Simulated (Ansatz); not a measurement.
F₂Si, SMILES `F[Si]F`. Total charge 0; spin multiplicity 1. Geometry: relaxed with PBE0-D4/def2-TZVP.

```xyz
3

F    -0.921   -0.238   -0.854
Si    0.026   -0.553    0.398
F     0.895    0.791    0.456
```

Problem. What is the dipole moment at B3LYP/def2-TZVPP? (Estimate.)

Solution. Ansatz gave: 1.17 D, with components (0.04, -0.95, 0.68) D in this frame, pointing from negative to positive charge.

Problem. And with PBE, r2SCAN, ωB97M-V? (Best estimate.)

Solution. Ansatz gave: PBE 0.98 D, r2SCAN 0.95 D, ωB97M-V 1.20 D.

Problem. Give the Mulliken charges with B3LYP, ωB97M-V, r2SCAN in def2-TZVPP. (Best estimate.)

Solution. Computed: 
```tsv
atom	B3LYP	ωB97M-V	r2SCAN
F1	-0.28	-0.27	-0.28
Si2	0.55	0.54	0.56
F3	-0.28	-0.27	-0.28
```

B3LYP here is the variant with VWN-RPA as its local correlation; programs differ in this.
